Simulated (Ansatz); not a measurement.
Lattice constant a of some III–V compounds, all zinc-blende

Method: revPBE in Ansatz (plane waves, PAW). References are measured values corrected to a static lattice.

Values in Å.

```tsv
solid	reference	revPBE	error (%)
zinc-blende BP	4.525	4.568	+0.95
zinc-blende InP	5.858	6.001	+2.44
zinc-blende GaP	5.439	5.542	+1.89
zinc-blende GaAs	5.64	5.788	+2.62
zinc-blende InSb	6.468	6.694	+3.49
zinc-blende InAs	6.047	6.235	+3.11
cubic BN	3.593	3.639	+1.28
zinc-blende AlAs	5.649	5.761	+1.98
```

Over these 8 solids the mean error is +2.22 %, the mean absolute error 2.22 % (median 2.21 %), and the worst case zinc-blende InSb at +3.49 %; the value is above the reference in 8 of 8 cases.

All these references are brought to a static lattice.

Spin–orbit coupling is left out, also for the solids with elements from indium on (zinc-blende InP, zinc-blende InSb, zinc-blende InAs); its size isn't shown.

Differences are worked out from the printed values.

Caveats: the cell is over a tenth larger than the published one: the level's own overestimate first of all, though another phase or state, or a fault of the published cell, is possible (zinc-blende InSb); the gap of the solid is closed in this run (zinc-blende InSb, zinc-blende InAs). Ansatz's density-functional and Hartree–Fock values are scalar-relativistic unless marked +SOC, with PAW data made under PBE.

Not in this set, of the III–V compounds with a reference value in our tables and a result at some level: 4 for a reference at room or unstated temperature; 2 for no value at revPBE (not run, a failed fit, an unstable or unbound cell, or a value held back for tests); 1 for a high-temperature or high-pressure phase. These can be a level's best or worst cases. At least 3 more with a reference value are held back for tests. Solids without a released value at any level aren't counted. Layered and molecular crystals are counted apart.

References as tabulated in Mejia-Rodriguez and Trickey (2018), arXiv:1807.09216; Goldzak et al. (2022), arXiv:2208.04865.

Ansatz is an electronic-structure program.
